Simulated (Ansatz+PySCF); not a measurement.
Two shapes of singlet C₆H₄.

Shape 1:

```xyz
10

C     0.0000    0.6262   -1.2346
C     0.0000   -0.6262   -1.2346
C     0.0000    1.4625   -0.1339
C     0.0000   -1.4625   -0.1339
C     0.0000    0.7026    1.0546
C     0.0000   -0.7026    1.0546
H     0.0000    2.5544   -0.1303
H     0.0000   -2.5544   -0.1303
H     0.0000    1.2297    2.0135
H     0.0000   -1.2297    2.0135
```

Shape 2:

```xyz
10

C     0.0000    0.6763   -1.3334
C     0.0000   -0.6763   -1.3334
C     0.0000    1.5795   -0.1446
C     0.0000   -1.5795   -0.1446
C     0.0000    0.7588    1.1390
C     0.0000   -0.7588    1.1390
H     0.0000    2.7588   -0.1407
H     0.0000   -2.7588   -0.1407
H     0.0000    1.3281    2.1746
H     0.0000   -1.3281    2.1746
```

Basis set: def2-SVP (spherical functions). Frozen core: 6 orbitals. Charge 0, multiplicity 1.

Computed with Ansatz (development build ahead of 0.2.0); each method stands on the lowest determinant of its kind that the runs found.

**Question.** Which shape is lower in energy, and by how much in each method?

**Answer.**

```csv
method,E(2) − E(1) (eV)
RHF,2.803
UHF,1.535
RHF-MP2,1.787
UHF-MP2,2.405
```

Shape 1 is lower. Caution for RHF, RHF-MP2: an unrestricted determinant lies well below. Caution for UHF, UHF-MP2: the unrestricted determinant is a mixture of spin states; the determinant breaks the point group. Caution for UHF-MP2: another reference gives a lower total.
